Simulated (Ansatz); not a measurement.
Cost and result for the atomization energy of CHF3S, SMILES `FC(F)(F)S` (6 atoms, 5 bonds).

Charge 0, multiplicity 1. The structure was optimised at the PBE0-D4/def2-TZVP level. It is one conformer, not always the lowest. Program: Ansatz. All runs use 2 threads of a server CPU on a shared host. Times are those of one run each, without the atoms' runs, and a repeat can differ threefold. Electronic energies, without spin–orbit coupling; frozen cores. CCSD(T)/CBS adds CCSD(T) − MP2 in def2-TZVPP to the MP2 limit, and its time is that of the two runs behind it. T1 = 0.012. B3LYP takes the VWN-RPA correlation (the form of Gaussian; ORCA's B3LYP/G).

CCSD(T)/CBS is a level of theory with its own doubt, some kJ/mol a heavy atom from the limit and from the frozen cores, so smaller differences don't rank the functionals.

| level | functions | wall time |
| --- | --- | --- |
| LDA (SPW92)/def2-TZVPP | 180 | 0.65 s |
| BLYP-D4/def2-TZVPP | 180 | 1.1 s |
| revPBE-D4/def2-TZVPP | 180 | 1.2 s |
| CAM-B3LYP-D4/def2-TZVPP | 180 | 1.8 s |
| B3LYP-D4/def2-TZVPP (with forces) | 180 | 1.9 s |
| CCSD(T)/def2-SVP | 79 | 1.9 s |
| B2PLYP/def2-TZVPP | 180 | 2.7 s |
| PBE-QIDH/def2-TZVPP | 180 | 2.7 s |
| B97M-V/def2-TZVPP | 180 | 3.1 s |
| ωB97M-V/def2-TZVPP (with forces) | 180 | 6 s |
| MP2/def2-QZVPP | 328 | 8.5 s |
| CCSD(T)/def2-TZVPP | 180 | 29 s |
| CCSD(T)/CBS(def2) | – | 37 s |

Problem. What atomization energy does each give, and how far from CCSD(T)/CBS? (Estimate.)

Solution. The calculation gave: 
| level | atomization (kcal/mol) | difference from CCSD(T)/CBS | per bond |
| --- | --- | --- | --- |
| LDA (SPW92)/def2-TZVPP | 636.4 | 124.0 | 24.8 |
| BLYP-D4/def2-TZVPP | 515.9 | 3.5 | 0.7 |
| revPBE-D4/def2-TZVPP | 517.4 | 5.0 | 1.0 |
| CAM-B3LYP-D4/def2-TZVPP | 514.8 | 2.4 | 0.5 |
| B3LYP-D4/def2-TZVPP (with forces) | 507.4 | -5.0 | -1.0 |
| CCSD(T)/def2-SVP | 479.6 | -32.8 | -6.6 |
| B2PLYP/def2-TZVPP | 504.2 | -8.2 | -1.6 |
| PBE-QIDH/def2-TZVPP | 507.9 | -4.5 | -0.9 |
| B97M-V/def2-TZVPP | 515.5 | 3.1 | 0.6 |
| ωB97M-V/def2-TZVPP (with forces) | 517.7 | 5.3 | 1.1 |
| MP2/def2-QZVPP | 530.0 | 17.6 | 3.5 |
| CCSD(T)/def2-TZVPP | 495.1 | -17.3 | -3.5 |
| CCSD(T)/CBS(def2) | 512.4 | 0.0 | 0.0 |

In def2-TZVPP, CCSD(T) changes the Hartree–Fock value by +163.8 kcal/mol (the triples alone add +13.2 kcal/mol) and MP2 by +188.5 kcal/mol; breaking electron pairs costs correlation energy, which Hartree–Fock lacks. From PBE to PBE0 (25 % exact exchange), in def2-TZVPP and without D4, the atomization energy moves by −24.0 kcal/mol: exact exchange takes away binding that semilocal exchange gives to molecules. Leaving LDA and LC-ωPBE aside and taking each functional with its dispersion term where it has one, the values, not all of them listed here, spread over 64.3 kcal/mol, from BHLYP-D4 to PBE-D4. LDA lies +98.6 kcal/mol from PBE without D4, its usual overbinding.
